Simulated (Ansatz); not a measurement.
Two structures, one formula

Two relaxed structures of CH5AlSi, closed shell (PBE0-D4/def2-TZVP; forces vanish, vibrations not checked).

A:

```xyz
8
angstrom
Al -1.6921 0.6510 -0.6103
C 1.3449 -0.8803 0.4873
Si 0.5826 0.6362 0.2051
H -2.3789 -0.7582 -0.8464
H -2.4683 2.0034 -0.8978
H 1.3948 1.8508 0.4885
H 2.3609 -0.9945 0.8516
H 0.8193 -1.8123 0.3048
```

B:

```tsv
atom	x (Å)	y (Å)	z (Å)
Al1	0.4551	1.3680	0.6388
C2	-0.6375	0.2220	-0.5008
Si3	0.7050	-0.9169	0.2755
H4	-1.6149	0.0561	-0.0289
H5	-0.7673	0.2442	-1.5821
H6	0.6157	2.8697	1.1062
H7	1.7196	-1.3609	-0.7200
H8	0.2351	-2.0889	1.0641
```

Ansatz 0.2.0; basis: def2-TZVPP; cores frozen in the correlated methods. B3LYP uses VWN-RPA correlation.

**Question.** Which structure is lower at CCSD(T), and by how much? (Judge from chemistry; the value comes from the calculation.)

**Answer.** The calculation gives: B, by 0.092 eV (electronic energy, against the other). By their contacts, A is CH₅AlSi ([CH2][SiH][AlH2]) and B is CH₅AlSi ([CH2]1[AlH][SiH2]1).

All methods give the same order:

| method | E(B) − E(A) (eV) |
| --- | --- |
| PBE-D4 | -0.200 |
| r2SCAN-D4 | -0.238 |
| PBE0-D4 | -0.285 |
| B3LYP-D4 | -0.068 |
| wB97M-V | -0.264 |
| HF | -0.087 |
| MP2 | -0.183 |
| CCSD | -0.127 |
| CCSD(T) | -0.092 |

T1 diagnostic: at most 0.015. The restricted Hartree–Fock reference is unstable towards an unrestricted one at one or more of these structures.

Labels in which every atom is bracketed show which atoms are joined, not bond orders.

For scale, one of the runs: CCSD(T)/def2-TZVPP, 185 basis functions, launched by `ansatz run in.yaml --threads 2 --pin off --events-out ev --progress --plain --max-ram 4352MiB`. Hardware: 2 CPU threads of an Arm Neoverse V2, shared host. Wall time 24 s; peak host memory 1.7 GiB.
